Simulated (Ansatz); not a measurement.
fcc Pt was calculated with PBEsol (Ansatz, a program for electronic structure, PAW).

Settings: plane-wave cutoff 500 eV, 8×20×1 k mesh (along the axes of the cell as run), Fermi–Dirac smearing 0.1 eV, scalar-relativistic PAW data made under PBE.

### Question
What does this level give for the surface energy of the (211) face and work function of the (211) face?

### Answer

- surface energy of the (211) face: 2.09 J/m²
- work function of the (211) face: 5.66 eV

The slab of 24 atoms is relaxed and unreconstructed.

Spin–orbit coupling is not included.

The computed numbers hold no vibrational or temperature effects.
